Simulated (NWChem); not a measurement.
System: nitrogen trifluoride (NF$_{3}$); SMILES FN(F)F

Here is an NWChem input.

```
start job
memory heap 200 mb stack 900 mb global 1100 mb
geometry units angstroms noautosym nocenter noautoz
  F      0.877004     0.877004    -0.127247
  N      0.000000     0.000000     0.483685
  F     -1.198009     0.321006    -0.127247
  F      0.321006    -1.198009    -0.127247
end
basis spherical
  * library 6-31g*
end
dft
  xc m06-2x
  iterations 150
end
cosmo
  do_cosmo_smd true
  solvent acetone
end
task dft energy
```

Excerpt of the output:

```
             Northwest Computational Chemistry Package (NWChem) 7.3.0
             --------------------------------------------------------

                             Geometry "geometry" -> ""
                             -------------------------

 Output coordinates in angstroms (scale by  1.889725989 to convert to a.u.)

  No.       Tag          Charge          X              Y              Z
 ---- ---------------- ---------- -------------- -------------- --------------
    1 F                    9.0000     0.87700400     0.87700400    -0.12724700
    2 N                    7.0000     0.00000000     0.00000000     0.48368500
    3 F                    9.0000    -1.19800900     0.32100600    -0.12724700
    4 F                    9.0000     0.32100600    -1.19800900    -0.12724700

 Effective nuclear repulsion energy (a.u.)     132.1985133130

                                 NWChem DFT Module
                                 -----------------

 Summary of "ao basis" -> "ao basis" (spherical)
 ------------------------------------------------------------------------------
       Tag                 Description            Shells   Functions and Types
 ---------------- ------------------------------  ------  ---------------------
 F                           6-31g*                  6       14   3s2p1d
 N                           6-31g*                  6       14   3s2p1d

 in cosmo_initialize ...
 calling solv_data for solv:acetone

 solvent parameters
 solvname_short: acetone
 solvname_long:  acetone
 dielec:       20.4930
 dielecinf:     1.8463
 nonaqueous SMD model solvent descriptors
 dielec:       20.4930
 sola:          0.0400
 solb:          0.4900
 solc:          0.0000
 solg:         33.7700
 solh:          0.0000
 soln:          1.3588

          ---------------
          -cosmo- solvent
          ---------------
 Cosmo: York-Karplus, doi: 10.1021/jp992097l
 dielectric constant -eps-     =  20.49
 screen = (eps-1)/(eps    )    =   0.95120
 surface charge correction     = lagrangian

   van der Waals surface
 --------------------------

 ---------- ATOMIC COORDINATES (A.U.) ------------ VDWR(ANG.) --
     1    1.65729725    1.65729725   -0.24046196     1.730
     2    0.00000000    0.00000000    0.91403211     1.890
     3   -2.26390874    0.60661338   -0.24046196     1.730
     4    0.60661338   -2.26390874   -0.24046196     1.730
 number of segments per atom =        128
 number of   points per atom =        128
 atom (   nspa,  nppa )
 ----------------------
    1 (     76,     0 )       0
    2 (     42,     0 )       0
    3 (     78,     0 )       0
    4 (     78,     0 )       0
 number of -cosmo- surface points =      274
 molecular surface =     79.048 angstrom**2
 molecular volume  =     58.378 angstrom**3
 -lineq- algorithm             =   0
 -bem- low  level              =   3
 -bem- from -octahedral-
 gaussian surface charge width =   4.50000
 degree of switching           =   1.00000
 switching function tolerance  =   0.00010
 atomic radii =
 --------------
    1  9.000  1.730
    2  7.000  1.890
    3  9.000  1.730
    4  9.000  1.730
 ...... end of -cosmo- initialization ......

 nat:                     4
 ixmem:                  1008
 calling mnsol_interface()
 G(SMD-CDS) energy (kcal/mol)  =     1.588
 SMD-CDS SASA (angstrom**2)    =    88.268

            General Information
            -------------------
          SCF calculation type: DFT
          Wavefunction type:  closed shell.
          No. of atoms     :     4
          No. of electrons :    34
           Alpha electrons :    17
            Beta electrons :    17
          Charge           :     0
          Spin multiplicity:     1
          Use of symmetry is: off; symmetry adaption is: off
          Maximum number of iterations: 150
          AO basis - number of functions:    56
                     number of shells:    24
          Convergence on energy requested:  1.00D-06
          Convergence on density requested:  1.00D-05
          Convergence on gradient requested:  5.00D-04

              XC Information
              --------------
                       M06-2X Method XC Functional
                     Hartree-Fock (Exact) Exchange  0.540
                        M06-2X Exchange Functional  1.000
                      M06-2X Correlation Potential  1.000

             Grid Information
             ----------------
          Grid used for XC integration:  medium
          Radial quadrature: Mura-Knowles
          Angular quadrature: Lebedev.
          Tag              B.-S. Rad. Rad. Pts. Rad. Cut. Ang. Pts.
          ---              ---------- --------- --------- ---------
          F                   0.50       49           6.0       434
          N                   0.65       49           5.0       434
          Grid pruning is: on
          Number of quadrature shells:   196
          Spatial weights used:  Erf1

      Superposition of Atomic Density Guess
      -------------------------------------

 Sum of atomic energies:        -352.41073431

      Non-variational initial energy
      ------------------------------

 Total energy =    -352.715676
 1-e energy   =    -755.517519
 2-e energy   =     270.603329
 HOMO         =      -0.332464
 LUMO         =       0.175134

   convergence    iter        energy       DeltaE   RMS-Dens  Diis-err
 ---------------- ----- ----------------- --------- --------- ---------
     COSMO gas phase
 d= 0,ls=0.0,diis     1   -353.6991836795 -4.86D+02  2.78D-02  2.16D+00
 d= 0,ls=0.0,diis     2   -353.4355442329  2.64D-01  1.57D-02  6.02D+00
 d= 0,ls=0.0,diis     3   -353.9391351823 -5.04D-01  1.49D-03  1.59D-02
 d= 0,ls=0.0,diis     4   -353.9407583352 -1.62D-03  5.64D-04  2.61D-03
 d= 0,ls=0.0,diis     5   -353.9410160350 -2.58D-04  2.93D-04  6.53D-05
  Resetting Diis
 d= 0,ls=0.0,diis     6   -353.9410391240 -2.31D-05  4.25D-05  1.42D-06
 d= 0,ls=0.0,diis     7   -353.9410395350 -4.11D-07  6.24D-06  6.40D-08

   convergence    iter        energy       DeltaE   RMS-Dens  Diis-err
 ---------------- ----- ----------------- --------- --------- ---------
     COSMO solvation phase
 d= 0,ls=0.0,diis     1   -353.9389682788  2.07D-03  1.53D-04  6.65D-05
 d= 0,ls=0.0,diis     2   -353.9389738641 -5.59D-06  5.96D-05  4.67D-05
 d= 0,ls=0.0,diis     3   -353.9389774838 -3.62D-06  1.93D-05  5.24D-06
 d= 0,ls=0.0,diis     4   -353.9389779487 -4.65D-07  3.28D-06  1.54D-07

         Total DFT energy =     -353.938977948705
      One electron energy =     -754.102102316575
           Coulomb energy =      306.025290243959
    Exchange-Corr. energy =      -38.003754686135
 Nuclear repulsion energy =      132.198513313046

             COSMO energy =       -0.056924502999

 Numeric. integr. density =       33.999999194957

                                COSMO-SMD solvation results
                                ---------------------------

             internal energy in gas <Psi(g)|H|Psi(g)> =      -353.941039535024
         internal energy in solvent <Psi(s)|H|Psi(s)> =      -353.941028887482
                               delta internal energy  =         0.000010647541 (    0.01 kcal/mol)
   total free energy in solvent <Psi(s)|H+V/2|Psi(s)> =      -353.941507848034
 polarization energy contribution <Psi(s)|V/2|Psi(s)> =        -0.000478960551 (   -0.30 kcal/mol)
    total free energy in solvent including G(SMD-CDS) =      -353.938977948705
                       G(SMD-CDS) energy contribution =         0.002529899328 (    1.59 kcal/mol)
     1 M fixed-concentration free energy of solvation =         0.002061586318 (    1.29 kcal/mol)

                       DFT Final Molecular Orbital Analysis
                       ------------------------------------

 Vector   15  Occ=2.000000D+00  E=-5.315397D-01
              MO Center=  2.1D-01,  2.1D-01, -9.7D-02, r^2= 1.9D+00
   Bfn.  Coefficient  Atom+Function         Bfn.  Coefficient  Atom+Function
  ----- ------------  ---------------      ----- ------------  ---------------
     5      0.302097  1 F  pz                 3      0.272496  1 F  px
     4      0.272505  1 F  py                31      0.249669  3 F  px
    46      0.249683  4 F  py                 7      0.196953  1 F  px
     8      0.196959  1 F  py                 9      0.196285  1 F  pz
    32      0.187327  3 F  py                45      0.187316  4 F  px

 Vector   16  Occ=2.000000D+00  E=-5.213445D-01
              MO Center=  1.4D-04,  1.4D-04, -1.2D-01, r^2= 2.0D+00
   Bfn.  Coefficient  Atom+Function         Bfn.  Coefficient  Atom+Function
  ----- ------------  ---------------      ----- ------------  ---------------
    32      0.393340  3 F  py                45     -0.393340  4 F  px
     3      0.288028  1 F  px                 4     -0.288028  1 F  py
    36      0.267613  3 F  py                49     -0.267613  4 F  px
     7      0.195963  1 F  px                 8     -0.195963  1 F  py
    31      0.105475  3 F  px                46     -0.105475  4 F  py

 Vector   17  Occ=2.000000D+00  E=-4.279806D-01
              MO Center= -1.7D-05, -1.7D-05,  3.5D-01, r^2= 1.5D+00
   Bfn.  Coefficient  Atom+Function         Bfn.  Coefficient  Atom+Function
  ----- ------------  ---------------      ----- ------------  ---------------
    20      0.485521  2 N  s                 19      0.449204  2 N  pz
     5     -0.293642  1 F  pz                33     -0.293648  3 F  pz
    47     -0.293648  4 F  pz                 9     -0.228979  1 F  pz
    37     -0.228994  3 F  pz                51     -0.228994  4 F  pz
    16      0.200194  2 N  s                 23      0.179568  2 N  pz

 Vector   18  Occ=0.000000D+00  E= 9.082409D-02
              MO Center= -7.5D-02, -7.5D-02,  3.4D-01, r^2= 1.3D+00
   Bfn.  Coefficient  Atom+Function         Bfn.  Coefficient  Atom+Function
  ----- ------------  ---------------      ----- ------------  ---------------
    21      0.500726  2 N  px                22     -0.500722  2 N  py
    17      0.471982  2 N  px                18     -0.471978  2 N  py
    34      0.339191  3 F  s                 48     -0.339189  4 F  s
    35      0.287347  3 F  px                50     -0.287346  4 F  py
    31      0.245853  3 F  px                46     -0.245852  4 F  py

 Vector   19  Occ=0.000000D+00  E= 9.083173D-02
              MO Center=  7.5D-02,  7.5D-02,  3.4D-01, r^2= 1.3D+00
   Bfn.  Coefficient  Atom+Function         Bfn.  Coefficient  Atom+Function
  ----- ------------  ---------------      ----- ------------  ---------------
    21      0.500732  2 N  px                22      0.500736  2 N  py
    17      0.471983  2 N  px                18      0.471987  2 N  py
     6     -0.391803  1 F  s                  9     -0.236139  1 F  pz
     7      0.225733  1 F  px                 8      0.225733  1 F  py
     5     -0.221822  1 F  pz                34      0.195711  3 F  s

 Vector   20  Occ=0.000000D+00  E= 1.011407D-01
              MO Center= -1.8D-04, -1.8D-04,  3.1D-02, r^2= 1.3D+00
   Bfn.  Coefficient  Atom+Function         Bfn.  Coefficient  Atom+Function
  ----- ------------  ---------------      ----- ------------  ---------------
    20      0.728086  2 N  s                 19     -0.527485  2 N  pz
    23     -0.513939  2 N  pz                16      0.410227  2 N  s
    35     -0.338680  3 F  px                50     -0.338680  4 F  py
     6     -0.312215  1 F  s                 34     -0.312397  3 F  s
    48     -0.312397  4 F  s                 31     -0.303196  3 F  px

     Multipole analysis of the density
     ---------------------------------

     L   x y z        total         alpha         beta         nuclear
     -   - - -        -----         -----         ----         -------
     0   0 0 0     -0.000000    -17.000000    -17.000000     34.000000

     1   1 0 0      0.000030      0.000006      0.000006      0.000017
     1   0 1 0      0.000030      0.000006      0.000006      0.000017
     1   0 0 1      0.075670      0.084959      0.084959     -0.094248

     2   2 0 0    -14.666493    -44.412782    -44.412782     74.159071
     2   1 1 0      0.000205      0.000105      0.000105     -0.000004
     2   1 0 1      0.000192      0.000098      0.000098     -0.000004
     2   0 2 0    -14.666493    -44.412782    -44.412782     74.159071
     2   0 1 1      0.000192      0.000098      0.000098     -0.000004
     2   0 0 2    -14.529931    -10.969653    -10.969653      7.409376
```

Level: M06-2X/6-31G* (spherical d), SMD on the gas-phase geometry. Structure relaxed at the B3LYP/6-31G* (spherical d) level. Solvent: acetone.
